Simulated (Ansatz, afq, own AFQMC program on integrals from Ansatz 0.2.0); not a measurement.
# CHAl, triplet in 6-31G, levels against full CI

```yaml
atoms:
  - { symbol: Al, position_ang: [0.0000, 0.0000, -0.0166] }
  - { symbol: C, position_ang: [0.0000, 0.0000, -1.5676] }
  - { symbol: H, position_ang: [0.0000, 0.0000, 1.5843] }
```

Connectivity, by distances: AlH–C.

Basis 6-31G. Noble-gas cores (and the filled d shells of Ga–Kr and In–Xe) are frozen. AFQMC by an in-house program on the Cholesky factors that Ansatz 0.2.0 writes for its CCSD(T) run. The CISD trial takes its coefficients from CCSD amplitudes. Released means that phaseless walkers are propagated on without the constraint, phases kept. ± is one standard error of the sampling.

Determinant: ROHF, the one that the program's search chose, which needn't be the lowest solution. The geometry is a point of a scan.

Full CI on the same integrals is exact in this basis and with this determinant's frozen core.

Cautions: lower spins were not checked; a spin-contaminated unrestricted determinant lies lower (UHF 378 meV lower, ⟨S²⟩ 2.36); raised T1 diagnostic (T1 0.043, weight of the determinant 0.88, largest double 0.12); the released energies are still falling, so no released level is given (meV from the phaseless value at times in 1/Eh: -3 ± 3 at 0.24, -3.8 ± 2.3 at 0.51, -8.6 ± 2.5 at 0.99, -11 ± 3 at 1.62, 22 ± 36 at 2.40).

- T1 diagnostic: 0.0426
- weight of the determinant in the CISD state: 0.879
- size of the correlated space: 8 electrons in 18 orbitals

```csv
level,correlation energy (eV)
MP2,-2.4124
CCSD,-3.1100
CCSD(T),-3.2034
```

Problem. Estimate where phaseless AFQMC with a CISD trial lies against CCSD(T) on the same integrals.

Solution. 0.44 ± 0.09 kcal/mol below CCSD(T).

Reference: full CI, correlation energy -3.240 eV.

```json
{"level": "CCSD(T)", "E − E(reference) (kcal/mol)": "0.84", "share of correlation (%)": "98.87"}
{"level": "CCSDT", "E − E(reference) (kcal/mol)": "0.20", "share of correlation (%)": "99.73"}
{"level": "CCSDT(Q)", "E − E(reference) (kcal/mol)": "0.02", "share of correlation (%)": "99.97"}
{"level": "CCSDTQ", "E − E(reference) (kcal/mol)": "0.01", "share of correlation (%)": "99.99"}
{"level": "ph-AFQMC/CISD", "E − E(reference) (kcal/mol)": "0.40 ± 0.09", "share of correlation (%)": "99.47"}
```

CCSDT and higher add their correlation energy to the determinant of the CCSD(T) run, since their own runs factorise the integrals more tightly (a shift of under 2 meV).
